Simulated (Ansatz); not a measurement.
**Al2H (quartet): from Hartree-Fock to the top rungs at a displaced geometry (v2), cc-pVTZ**

Aim: climb from Hartree-Fock through coupled cluster and multireference methods for Al2H (quartet) at one geometry and basis, and see what each rung misses.

The runs use Ansatz 0.2.0, Gaussian basis; cc-pVTZ, core rule «outside noble gas», up to 10 orbitals frozen.

To be run: UHF; CCSD(T) on ROHF; CCSD(T) on UHF; BCCD(T) on ROHF; CCSDT(Q) on ROHF; CCSDT(Q) on UHF; CASSCF and MRCISD+Q, 7 electrons in 9 orbitals; CASSCF and NEVPT2, 7 electrons in 9 orbitals.

27 further runs of the same task are left out: 6 for a known fault of the program, 7 that didn't finish, 14 set aside as unsound or not needed.

## 1. The geometry

The geometry is a PBE0/def2-TZVP stationary point (not a proven minimum) with its atoms shifted at random (size 0.100 Å).

3 atoms, charge 0, spin multiplicity 4.

Atoms are counted from 1 here; the program's logs count them from 0.

Bond lengths: Al1–Al2 2.355 Å, Al1–H3 1.589 Å. Angles: Al2–Al1–H3 172.8°.

## 2. UHF

in.yaml reads:

```yaml
crystal:
  periodic: [false, false, false]
  atoms:
    - {symbol: Al, position_ang: [0.084376, 0.005225, 0.254054]}
    - {symbol: Al, position_ang: [-0.080498, 0.013599, -2.094768]}
    - {symbol: H, position_ang: [-0.003878, -0.018825, 1.840714]}
basis:
  gaussian: {orbitals: cc-pVTZ}
magnetization: {spin_polarized: true, initial_magnetization: 3}
hamiltonian: {xc: hf}
output: {orbitals: {seedname: orbitals}}
```

Run with:

```sh
ansatz run in.yaml --threads 1 --pin off --events-out ev --progress --plain --max-ram 2393MiB
```

The runs that follow: CCSD(T) on ROHF; CCSD(T) on UHF; BCCD(T) on ROHF; CCSDT(Q) on ROHF; CCSDT(Q) on UHF; CASSCF and MRCISD+Q, 7 electrons in 9 orbitals; CASSCF and NEVPT2, 7 electrons in 9 orbitals.

Q: Predict the results of all the runs planned. Wanted: UCCSDT(Q) below the RHF energy; RMP2 from UCCSDT(Q); UMP2 from UCCSDT(Q); RCCSD from UCCSDT(Q); RCCSD(T) from UCCSDT(Q); UCCSD(T) from UCCSDT(Q); RCCSDT(Q) from UCCSDT(Q); NEVPT2 valence from UCCSDT(Q); MRCISD+Q valence from UCCSDT(Q).

The runs gave:

```
                         quantity                                        value
   UCCSDT(Q) below the RHF energy                                   -3.8168 eV
              RMP2 from UCCSDT(Q)                                   +899.2 meV
              UMP2 from UCCSDT(Q)                                   +929.2 meV
             RCCSD from UCCSDT(Q)                                   +251.0 meV
          RCCSD(T) from UCCSDT(Q)                                    +58.4 meV
          UCCSD(T) from UCCSDT(Q)                                    +58.3 meV
         RCCSDT(Q) from UCCSDT(Q)                                     +1.6 meV
    NEVPT2 valence from UCCSDT(Q)                                   +700.4 meV
  MRCISD+Q valence from UCCSDT(Q)                                    +21.5 meV
levels within 1 kcal/mol (43 meV)  RCCSDT, UCCSDT, RCCSDT(Q), MRCISD+Q valence
                    T1 diagnostic                                        0.034
   effectively unpaired electrons                                         3.03
```

**Reading.** RCCSD(T) lands +58.4 meV from the yardstick (1.5 % of the correlation energy). One determinant dominates. Of the multireference levels listed MRCISD+Q valence comes nearest in total energy (+21.5 meV), which doesn't show that its space is the better one. These misses are within one basis, not against nature; the frozen cores of restricted and unrestricted runs differ, which can shift their rows.
